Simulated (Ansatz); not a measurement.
`OC1=CC1` + H₂ → `C1=CC1` + H₂O at 700 K and 1 bar (hydrogenolysis of a C–O bond).

Program: Ansatz. Geometries: PBE0-D4/def2-TZVP. ΔE: electronic, gas phase. CBS: MP2 limit from def2 TZ/QZ plus the TZ coupled-cluster correction, frozen cores. This one scheme is used for every species. Each species was taken in one conformer, which may not be the lowest.

| species | CCSD(T)/CBS energy (Eh) | H − E (kJ/mol) | S (J/(mol·K)) |
| --- | --- | --- | --- |
| `OC1=CC1` | -191.62882 | 214.2 | 352.9 |
| H₂ | -1.17544 | 46.8 | 155.3 |
| `C1=CC1` | -116.45901 | 189.7 | 305.0 |
| H₂O | -76.37941 | 80.5 | 218.4 |

H − E and S are ideal-gas, rigid-rotor, harmonic terms from PBE0-D4/def2-TZVP, for one conformer and one mirror image of each species. The MP2-based limit puts H₂ 0.8 mEh under its directly extrapolated value; such offsets cancel only in part. 1 Eh = 2625.50 kJ/mol, R = 8.31446 J/(mol·K).

Task: By hand: ΔE, ΔH, ΔS and ΔG.

Result: ΔE = (-116.45901) + (-76.37941) − (-191.62882) − (-1.17544) = -0.03416 Eh = -89.7 kJ/mol. Δ(H − E) = 189.7 + 80.5 − 214.2 − 46.8 = 9.2, so ΔH = -80.5 kJ/mol. ΔS = 305.0 + 218.4 − 352.9 − 155.3 = 15.2 J/(mol·K). ΔG = -80.5 − 700 × (15.2)/1000 = -91.1 kJ/mol.

Task: By hand: the equilibrium constant, and the temperature at which ΔG would vanish if ΔH and ΔS stayed fixed.

Result: log₁₀ K = −ΔG/(RT ln 10) = 6.8. ΔH and −TΔS have one sign here, so there is no such temperature.

ΔH outweighs TΔS. A doubt of 5 kJ/mol in ΔE shifts log₁₀ K by 0.4 here. Other conformers and mirror images would add mixing entropy, several J/(mol·K) or more a flexible species. These are equilibria of isolated gas molecules and say nothing of rates. Largest T1 diagnostic: 0.012 (customary marks: 0.02 for closed shells, 0.045 for open ones).
